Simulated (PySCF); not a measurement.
Compound: 3-chloropropionitrile, C3H4ClN.
Bonds: N1–C2 (triple), C2–C3, C3–C4, C4–Cl5. Hydrogens: H6, H7 on C3; H8, H9 on C4.

Computed, not measured: PySCF, PBE0-D3(BJ)/def2-TZVP geometry optimisation, gas phase.

Question: Give the optimised bond lengths and angles.

Answer: 
```
        bond  length (Å)   order
       N1≡C2       1.149  triple
       C2–C3       1.454  single
       C3–C4       1.522  single
      C4–Cl5       1.775  single
C3–H6, C3–H7       1.093  single
C4–H8, C4–H9       1.088  single
```

Bonds in one row agree within 0.01 Å and their mean is given. Orders are formal, as drawn. A selection of angles:
```
    angle  degrees
 N1–C2–C3    178.7
 C2–C3–C4    110.8
 C2–C3–H6    109.2
 C4–C3–H6    110.2
 H6–C3–H7    107.5
C3–C4–Cl5    110.0
 C3–C4–H8    111.1
Cl5–C4–H8    107.6
 H8–C4–H9    109.1
```

Dihedral angles: C2–C3–C4–Cl5 180° (antiperiplanar).

The C–C distances run from 1.454 Å (C2–C3, drawn single) to 1.522 Å (C3–C4, drawn single), a spread of 0.068 Å. The 5 heavy atoms lie in one plane (0.001 Å rms).

Point group: Cs (every atom within 0.08 Å of its image). Not checked by PBE0-D3(BJ)/def2-TZVP frequencies. The numbers are those of one conformer.
